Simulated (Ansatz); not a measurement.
Compare A (`CC1=CCCO1`) with its isomer B (`C#CC(C)OC`).

Calculated with Ansatz (gas phase, PBE0-D4/def2-TZVP geometries, no zero-point term in ΔE). CCSD(T)/CBS is the MP2 limit (def2-TZVPP, def2-QZVPP) plus CCSD(T) − MP2 in def2-TZVPP, frozen cores. Functionals use def2-TZVPP. B3LYP here is the variant with VWN-RPA as its local correlation; programs differ in this. One conformer a species, not always the lowest.

Problem. Which is lower in electronic energy at CCSD(T)/CBS, and by how much? (Best estimate.)

Solution. Computed: A, by 158.6 kJ/mol.

Problem. Give E(B) − E(A) in kJ/mol with ωB97M-V, r2SCAN-D4, CCSD/def2-TZVPP, MP2/def2-TZVPP, PBE-D4, B3LYP, B2PLYP. (Best estimate.)

Solution. Computed: ωB97M-V 167.1, r2SCAN-D4 177.3, CCSD/def2-TZVPP 158.3, MP2/def2-TZVPP 156.9, PBE-D4 180.1, B3LYP 157.6, B2PLYP 155.2. None reverses the order clearly.

Largest T1 diagnostic: 0.012.

In def2-TZVPP, CCSD(T) changes the Hartree–Fock value by +8.7 kJ/mol (the triples alone add +0.5 kJ/mol) and MP2 by +6.8 kJ/mol. From PBE to PBE0 (25 % exact exchange), in def2-TZVPP and without D4, E(B) − E(A) moves by +8.4 kJ/mol.
